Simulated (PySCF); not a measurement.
Can point charges reproduce the dipole moment of CH2BH (`B=C`)?

Coordinates (PBE0-D3(BJ)/def2-SVP, Å) and charges (e) from the PBE0/pcSseg-1 density (PySCF):

```
atom       x       y       z  Mulliken      IAO  Hirshfeld  ESP-fitted
  B1   0.808   0.003   0.208   +0.1881  +0.1417    +0.1716     +0.4701
  C2  -0.539   0.000  -0.109   -0.5704  -0.5735    -0.2672     -1.2318
  H3   1.966   0.007   0.480   +0.0579  +0.0531    -0.0122     -0.0278
  H4  -1.233   0.754   0.277   +0.1621  +0.1893    +0.0540     +0.3938
  H5  -0.985  -0.758  -0.762   +0.1621  +0.1893    +0.0539     +0.3957
```

Task: Compute μ = Σ q r for each scheme (1 e·Å = 4.803 D) and compare with the dipole of the full density.

Result: The full density gives (0.57, 0.00, 0.13) D, 0.58 D in size; dipole vectors point from the negative to the positive end.

```tsv
scheme	μx	μy	μz	size (D)	share of the full size (%)	angle to the full dipole (°)
Mulliken	1.03	0.00	0.24	1.05	181	0
IAO	0.52	0.00	0.12	0.53	92	0
Hirshfeld	0.67	0.00	0.16	0.69	118	0
ESP-fitted	0.55	0.00	0.12	0.56	96	1
```

Task: Which set comes closest?

Result: Length of the difference vector: ESP-fitted 0.02 D, IAO 0.05 D, Hirshfeld 0.11 D, Mulliken 0.47 D. Closest: ESP-fitted. ESP charges are fitted to the potential around the molecule, whose slowest-falling term is the dipole's. The schemes that divide the density aren't constrained to reproduce the dipole.

Task: What is left for the Hirshfeld atoms' own dipoles?

Result: The Hirshfeld atoms' densities add up to the full density, so μ = Σ q r + Σ (atomic dipoles). The atomic dipoles sum to (0.57, 0.00, 0.13) − (0.67, 0.00, 0.16) = (-0.10, 0.00, -0.03) D, 0.11 D in size.

Task: With the origin at the mean of the coordinates, (0.003, 0.001, 0.019) Å, which are the largest single terms, by size, of the IAO dipole along the direction of the full one?

Result: C2 +1.53, H4 -1.04, H5 -1.04, B1 +0.56, H3 +0.51 D; all 5 atoms together +0.53 D. The single terms depend on the origin, their sum doesn't.

Task: Give the size of the full dipole in other units.

Result: 0.58 D = 0.229 au = 0.121 e·Å = 1.94 × 10⁻³⁰ C·m.

Geometry: PBE0-D3(BJ)/def2-SVP; no solvent, vibrations or thermal averaging.
